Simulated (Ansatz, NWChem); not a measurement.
**Heat of formation of Li2 (lithium dimer) from total energies**

Li2: 2 atoms, total charge 0, spin state singlet. As SMILES, `[Li][Li]`. Geometry: the measured bond length.

```xyz
2

Li    0.0000    0.0000    0.0000
Li    0.0000    0.0000    2.6729
```

Total energies at M06-2X/aug-cc-pVTZ (NWChem 7.3.0); the atoms run unrestricted:

```tsv
species	state	energy (Eh)
Li2	singlet	-15.000478
Li	doublet	-7.480770
```

Harmonic wavenumbers at PBE0/aug-cc-pVTZ, in cm⁻¹: 344.

Measured heats of formation of the gaseous atoms at 298.15 K, in kJ/mol: Li 159.3. Take 1 Eh = 2625.50 kJ/mol, 1 cm⁻¹ = 0.0119627 kJ/mol, RT = 2.479 kJ/mol.

**Question.** What heat of formation follows?

**Answer.** 
1. Electronic atomisation energy: 2 × (-7.480770) − (-15.000478) = 0.038938 Eh = 102.2 kJ/mol.
2. Zero-point energy: half the sum of the wavenumbers, 172 cm⁻¹ = 2.1 kJ/mol.
3. Thermal vibrational enthalpy, Σ hcν̃/(exp(hcν̃/kT) − 1): 1.0 kJ/mol. Translation, rotation and pV of a linear molecule: 3.5 RT = 8.7 kJ/mol.
4. The 2 free atoms carry 5/2 RT each: 12.4 kJ/mol.
5. Atomisation enthalpy at 298 K: 102.2 − 2.1 − 1.0 − 8.7 + 12.4 = 102.8 kJ/mol.
6. Sum of the atoms' heats of formation: 318.6 kJ/mol. Heat of formation: 318.6 − 102.8 = +215.8 kJ/mol.

The tabulated value is +215.9 kJ/mol (NIST-JANAF tables), so this level is off by -0.1 kJ/mol, or 0.1 % of the atomisation enthalpy. Anharmonicity and any spin-orbit splitting of the molecule are left out.
